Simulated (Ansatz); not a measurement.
Consider the ligand exchange at the Al–S bond: `[AlH2][S][SiH3]` + `[NH2][AlH2]` → `[AlH2][NH][AlH2]` + `[SiH3]S`.

Calculated with Ansatz (gas phase, PBE0-D4/def2-TZVP geometries, no zero-point term in ΔE). CBS: MP2 limit from def2 TZ/QZ plus the TZ coupled-cluster correction, frozen cores. This one scheme is used for every species. Functionals use def2-TZVPP.

Q: Is it downhill or uphill in electronic energy at CCSD(T)/CBS, and by how much? (An estimate is asked.)

A: Ansatz gave: Uphill: ΔE = +29.2 kJ/mol.

Q: What do these levels give: LDA (SPW92), BLYP-D4, BHLYP, CAM-B3LYP, LC-ωPBE, MP2/def2-SVP? (Estimate.)

A: The calculation gave: LDA (SPW92) 30.8, BLYP-D4 25.2, BHLYP 25.3, CAM-B3LYP 22.6, LC-ωPBE 30.9, MP2/def2-SVP 21.6 kJ/mol.

Largest T1 diagnostic among the species: 0.012.

At CCSD(T), def2-SVP lies −8.9 kJ/mol from the extrapolated value and def2-TZVPP −4.5 kJ/mol. Leaving LDA and LC-ωPBE aside and taking each functional with its dispersion term where it has one, the values, not all of them listed here, spread over 10.7 kJ/mol, from CAM-B3LYP-D4 to HSE06-D4.
